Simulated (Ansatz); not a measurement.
GaGeH2⁺ (H-bridged), triplet in cc-pVDZ: errors against UCCSDT(Q)

Geometry: that of the GaGeH2 (H-bridged), doublet, kept fixed.

```yaml
atoms:
  - { symbol: Ge, position_ang: [0.0000, -0.0037, 1.1629] }
  - { symbol: Ga, position_ang: [0.0000, -0.0229, -1.1765] }
  - { symbol: H, position_ang: [0.0000, 1.4325, 0.2695] }
  - { symbol: H, position_ang: [0.0000, 0.4115, -2.6972] }
```

Basis cc-pVDZ; Ansatz 0.2.0. Correlated methods freeze the noble-gas cores and the filled d shells of p-block atoms, which leaves 8 electrons in 36 orbitals. Prefix R: restricted or restricted open-shell reference; prefix U: unrestricted. Active spaces: valence = (8e, 10o) chosen from the atoms' valence shells. No spin–orbit coupling is included, and no scalar relativity.

Full CI isn't at hand for all of this; UCCSDT(Q) serves as the reference, and is uncertain by about the last step of the cluster series. The frozen core follows each run's orbitals, which can shift R against U totals by a few meV for light atoms and by up to 0.1 eV past Ca.

```
UHF ⟨S²⟩                          : 2.045
T1 diagnostic (RCCSD)             : 0.0294
largest doubles amplitude (RCCSD) : 0.076
T1 diagnostic (UCCSD)             : 0.0280
```

| level | E − E(RHF) (eV) |
| --- | --- |
| UHF | -0.2022 |
| UMP2 | -3.1445 |
| UCCSD | -4.0165 |
| UCCSD(T) | -4.1509 |

**Question.** Estimate how far UCCSDT(Q) in cc-pVDZ lies from UCCSD(T). The table doesn't fix it; the size of (T) and the diagnostics are the guide.

**Answer.** UCCSDT(Q) in cc-pVDZ lies 1.69 mEh below UCCSD(T), which is 34 % of the (T) step (-4.94 mEh). The diagnostics give no warning, yet the rest is a sizeable part of (T). The miss exceeds 1 kcal/mol.

The other levels:

```json
{"level": "UCCSDT", "E − E(UCCSDT(Q)) (mEh)": "0.27", "share of correlation (%)": "99.82", "wall time": "–"}
```

The correlation energy at UCCSDT(Q), counted from RHF, is -4.197 eV. That run took 16 s on 1 thread of Intel Xeon Platinum 8488C, shared host.

Run but not shown, since their state or frozen core can't be matched to the reference's or they repeat it: RHF, RMP2, RCCSD, RCCSD(T), BCCD(T), RCCSDT, RCCSDT(Q), CASSCF (valence space), NEVPT2 (valence space), MRCISD (valence space), MRCISD+Q (valence space).

Times hold each run's SCF and search for its determinant on a shared host, so for small cases they say little of a method's own cost; they ran on 1 thread of Intel Xeon Platinum 8488C.

Natural occupations of CASSCF (valence space) about the gap: 1.971 1.955 1.930 1.004 0.986 0.047 0.037 0.030 0.023 0.015; effectively unpaired electrons, Σ n²(2−n)², 2.05.
